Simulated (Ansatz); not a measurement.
The cluster S5⁺, relaxed as a doublet with UKS PBE-D4/def2-SVP in Ansatz, starting from the GFN1-xTB geometry. Force threshold 0.02 eV/Å.

The relaxation made no stability test and no search for a lower SCF solution. Another isomer (doublet) lies 0.90 eV lower at PBE0-D4/def2-TZVP; other spin states weren't run for this one.

Start:

```xyz
5

S    -0.2617   -0.7919    0.9936
S     0.2157    1.2383   -1.5946
S    -1.5833    0.7600   -1.9391
S     1.1013    0.3951    0.0243
S     0.5280   -1.6015    2.5158
```

Estimate the energy that the relaxation releases and the steps that it takes.

0.24 eV, in 10 steps; 7.5 s on 4 threads of AMD EPYC 7B13 on a shared host. No frequencies were taken in this run, so the end may be a saddle point.

Does the start keep its bonding and symmetry?

By distances, no bond broke or formed. The bond that changes most is S1–S4, from 2.05 to 2.20 Å (atoms count from 1). Point group Cs at the start, Cs at the end, both within 0.05 Å.

Predict the relaxed structure.


```xyz
5

S    -0.268   -0.762    0.923
S     0.200    1.268   -1.665
S    -1.612    0.644   -1.773
S     1.294    0.487    0.017
S     0.386   -1.638    2.498
```
Bond lengths: 4 × S–S 1.92 to 2.20 Å.
